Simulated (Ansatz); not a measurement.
**CH₅ClSi: vertical ionisation energy**

How much energy removes an electron from CH₅ClSi at fixed geometry? The cation is run at each level and the neutral's energy taken from earlier runs.

Method: unrestricted cation, the program's frozen cores in correlated methods; program: Ansatz 0.2.0, Gaussian basis.

Levels to be run: UKS PBE-D4/def2-TZVPP; UKS r2SCAN-D4/def2-TZVPP; UKS PBE0-D4/def2-TZVPP; UKS B3LYP-D4/def2-TZVPP; UKS wB97X-V/def2-TZVPP; UKS wB97M-V/def2-TZVPP; UKS B2PLYP/def2-TZVPP; UHF-CCSD(T)/def2-TZVPP; UHF-CCSD(T)/def2-QZVPP; extrapolation to the limit; then −ε(HOMO) from the neutral's earlier runs with LDA (SPW92), PBE-D4, revPBE-D4, BLYP-D4, r2SCAN-D4, B97M-V, PBE0-D4, B3LYP-D4, r2SCANh-D4, r2SCAN0-D4, HSE06-D4, BHLYP-D4, CAM-B3LYP-D4, LC-ωPBE, ωB97X-V, ωB97M-V.

## Step 1: The geometry

The geometry comes from an earlier relaxation with PBE0-D4 in a triple-zeta def2 set; it is a stationary point, not always the lowest conformer.

SMILES `C[SiH2]Cl`, 8 atoms, charge 0, spin multiplicity 1.

Atoms are counted from 1 here; the program's logs count them from 0.

Bond lengths: C1–Si2 1.857 Å, C1–H4 1.094 Å, C1–H5 1.092 Å, C1–H6 1.092 Å, Si2–Cl3 2.062 Å, Si2–H7 1.483 Å, Si2–H8 1.483 Å. Angles: Si2–C1–H4 110.0°, Si2–C1–H5 110.8°, Si2–C1–H6 110.8°, H4–C1–H5 108.4°, H4–C1–H6 108.4°, H5–C1–H6 108.5°, C1–Si2–Cl3 109.6°, C1–Si2–H7 111.5°, C1–Si2–H8 111.6°, Cl3–Si2–H7 107.2°, Cl3–Si2–H8 107.2°, H7–Si2–H8 109.5°.

## Step 2: Cation, UKS PBE-D4/def2-TZVPP

The input, in.yaml:

```yaml
crystal:
  periodic: [false, false, false]
  atoms:
    - {symbol: C, position_ang: [-0.612048, 0.785387, -0.172981]}
    - {symbol: Si, position_ang: [0.439656, -0.728789, 0.049345]}
    - {symbol: Cl, position_ang: [1.888048, -0.363915, 1.471107]}
    - {symbol: H, position_ang: [-1.381260, 0.598876, -0.927632]}
    - {symbol: H, position_ang: [-0.006517, 1.632718, -0.500579]}
    - {symbol: H, position_ang: [-1.105778, 1.054797, 0.762754]}
    - {symbol: H, position_ang: [1.139105, -1.095528, -1.206346]}
    - {symbol: H, position_ang: [-0.361217, -1.883555, 0.524323]}
basis:
  gaussian: {orbitals: def2-TZVPP}
total_charge: 1
magnetization: {spin_polarized: true, initial_magnetization: 1}
hamiltonian: {xc: pbe, dispersion: d4}
```

Command:

```sh
$ ansatz run in.yaml --threads 2 --pin off --events-out ev --progress --plain --max-ram 32768MiB --backend cpu
```

The runs that follow: Cation, UKS r2SCAN-D4/def2-TZVPP; Cation, UKS PBE0-D4/def2-TZVPP; Cation, UKS B3LYP-D4/def2-TZVPP; Cation, UKS wB97X-V/def2-TZVPP; Cation, UKS wB97M-V/def2-TZVPP; Cation, UKS B2PLYP (frozen core)/def2-TZVPP; Cation, UHF-CCSD(T)/def2-TZVPP; Cation, UHF-CCSD(T)/def2-QZVPP.

**Question.** What will the summary of the whole plan be? Wanted: ionisation energy, CCSD(T)/CBS; nearest functional by difference; nearest −ε(HOMO); −ε(HOMO) of PBE; T1 of the cation.

The runs gave:

| quantity | value |
| --- | --- |
| ionisation energy, CCSD(T)/CBS | 11.45 eV |
| nearest functional by difference | ωB97X-V (-0.21 eV) |
| nearest −ε(HOMO) | LC-ωPBE (+0.07 eV) |
| −ε(HOMO) of PBE | 7.39 eV |
| T1 of the cation | 0.057 |

**Reading.** By cation minus neutral, the functionals miss by 0.86 eV at most. −ε(HOMO) of PBE misses by 4.1 eV, since self-interaction lifts the level. Among orbital estimates LC-ωPBE comes nearest. Hartree-Fock falls 0.85 eV short, as the neutral has more correlation energy than the cation. The cation's T1 (from the report) is 0.057, above the customary mark of 0.045 for open shells, so the coupled-cluster value is less safe.
